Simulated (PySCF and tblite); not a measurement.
C4H7F, numbered as in [CH3:1]/[CH:2]=[C:3](\[CH3:4])[F:5].

The ensemble was built from 45 distance-geometry starts (ETKDG and KDG, MMFF94s, GFN2-xTB) and rests on PBE0-D3(BJ)/def2-SVP geometries. Free energies are B3LYP-D3(BJ)/def2-TZVP (IEF-PCM, chloroform) single points with GFN2-xTB rigid-rotor and vibrational terms (modes under about 100 cm⁻¹ blended into free rotors). Symmetry numbers and mirror images are counted. Conformers within 2.5 kcal/mol (GFN2-xTB free energy) were kept, 4 at most. Couplings: B3LYP/pcJ-1 (gas phase; spin-dipole term only for pairs with B, N, F, Si or P). Couplings are for ¹³C, ¹⁹F, ¹H. Run with PySCF (density fitting) and tblite.

```json
{"conformer": "1", "shape": "Cs", "weight %": "100.0"}
```

Q: Give the couplings in each conformer and the averages at 298.15 K (pairs that fast motion interchanges averaged).

A: 
| coupling | pairs | 1 | average (Hz) |
| --- | --- | --- | --- |
| ¹J(C1,C2) | 1 | 51.0 | 51.0 |
| ³J(C1,F5) | 1 | 6.3 | 6.3 |
| ¹J(C1,H1) | 3 | 133.3 | 133.3 |
| ²J(C1,H2) | 1 | 3.2 | 3.2 |
| ¹J(C2,C3) | 1 | 95.8 | 95.8 |
| ²J(C2,F5) | 1 | 26.3 | 26.3 |
| ²J(H1,C2) | 3 | -6.7 | -6.7 |
| ¹J(C2,H2) | 1 | 159.5 | 159.5 |
| ³J(C2,H4) | 3 | 3.8 | 3.8 |
| ¹J(C3,C4) | 1 | 57.1 | 57.1 |
| ¹J(C3,F5) | 1 | -315.8 | -315.8 |
| ³J(H1,C3) | 3 | 7.7 | 7.7 |
| ²J(H2,C3) | 1 | -8.5 | -8.5 |
| ²J(C3,H4) | 3 | -6.5 | -6.5 |
| ²J(C4,F5) | 1 | 30.0 | 30.0 |
| ⁴J(H1,C4) | 3 | -1.0 | -1.0 |
| ³J(H2,C4) | 1 | 5.2 | 5.2 |
| ¹J(C4,H4) | 3 | 134.6 | 134.6 |
| ⁴J(H1,F5) | 3 | 3.3 | 3.3 |
| ³J(H2,F5) | 1 | 20.9 | 20.9 |
| ³J(H4,F5) | 3 | 16.5 | 16.5 |
| ²J(H1,H1) | 3 | -16.4 | -16.4 |
| ³J(H1,H2) | 3 | 8.5 | 8.5 |
| ⁵J(H1,H4) | 9 | 1.7 | 1.7 |
| ⁴J(H2,H4) | 3 | -1.6 | -1.6 |
| ²J(H4,H4) | 3 | -16.2 | -16.2 |

Computed couplings to fluorine can be off by tens of per cent at such levels.
